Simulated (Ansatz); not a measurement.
**AlHCl+ (quintet): from Hartree-Fock to the top rungs, def2-TZVPP**

The task here is to estimate one member of a computed series from the others.

Program: Ansatz 0.2.0, Gaussian basis. Level of theory: def2-TZVPP, core rule «outside noble gas», up to 10 orbitals frozen. These are calculated values, not measurements.

To be run: UHF; ROHF; CCSD(T) on UHF.

### The system

The geometry is a PBE0/def2-TZVP stationary point (not a proven minimum) of the parent state, kept for this charge and spin.

3 atoms, charge 1, spin multiplicity 5.

Atoms are counted from 1 here; the program's logs count them from 0.

Bond lengths: Al1–Cl2 2.197 Å, Al1–H3 1.817 Å. Angles: Cl2–Al1–H3 63.0°.

The first run:

in.yaml

```yaml
crystal:
  periodic: [false, false, false]
  atoms:
    - {symbol: Al, position_ang: [0.000000, -0.050236, 1.239922]}
    - {symbol: Cl, position_ang: [0.000000, -0.006816, -0.956330]}
    - {symbol: H, position_ang: [0.000000, 1.584516, 0.446218]}
basis:
  gaussian: {orbitals: def2-TZVPP}
total_charge: 1
magnetization: {spin_polarized: true, initial_magnetization: 4}
hamiltonian: {xc: hf}
output: {orbitals: {seedname: orbitals}}
```

Launch:

```sh
> ansatz run in.yaml --threads 1 --pin off --events-out ev --progress --plain --max-ram 4096MiB --backend cpu
```

Steps of the session up to this table: UHF; ROHF; CCSD(T) on UHF.

One of the session's tables, all rows but one given; the rest of the session is left out.

```
  method  from UCCSD(T) (kcal/mol)
    ROHF                   +141.67
     UHF                         ?
    UMP2                    +23.62
   UCCSD                     +5.06
UCCSD(T)                         0
```

Q: Estimate the row for UHF from the others.

As computed: from UCCSD(T) (kcal/mol): +137.06. In the column «from UCCSD(T) (kcal/mol)» it lies between UMP2 (+23.62) and ROHF (+141.67).
